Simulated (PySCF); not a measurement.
How exact exchange moves a shielding

Molecule: methyl propyl ketone (SMILES C(CC)C(C)=O).

Geometry:
```
atom   x (Å)   y (Å)   z (Å)
  C1  -2.395   0.276   0.588
  C2  -1.253  -0.427  -0.125
  C3   0.099   0.208   0.145
  C4   1.254  -0.489  -0.542
  C5   2.623   0.118  -0.345
  O6   1.090  -1.482  -1.210
  H7  -2.473   1.332   0.284
  H8  -3.361  -0.204   0.368
  H9  -2.259   0.259   1.682
 H10  -1.429  -0.438  -1.213
 H11  -1.210  -1.488   0.168
 H12   0.317   0.231   1.229
 H13   0.110   1.271  -0.162
 H14   2.881   0.141   0.726
 H15   3.370  -0.469  -0.893
 H16   2.636   1.161  -0.699
```

GIAO shieldings (ppm, equivalent atoms averaged) in PySCF 2.14.0 with density-fitted response routines on the PBE0-D3(BJ)/def2-SVP geometry, basis pcSseg-1, gas phase, non-relativistic:

```tsv
functional	exact exchange (%)	σ(C3)
BLYP	0	126.2
BP86	0	131.2
PBE	0	131.5
B3LYP	20	131.6
PBE0	25	137.7
BHandHLYP	50	138.5
HF	100	149.6
```

(1) Fit each shielding as a line in the percentage of exact exchange.

(2) What does the line predict for mPW1PW91 (25 %), and what does the run give?

Answers

(1) σ(C3) = 129.7 + 0.20 x (rms 2.2 ppm). The functionals also differ in their semilocal parts, which the line can't hold; Hartree–Fock has no correlation at all.

(2) σ(C3): 134.7 predicted, 137.1 computed ppm.
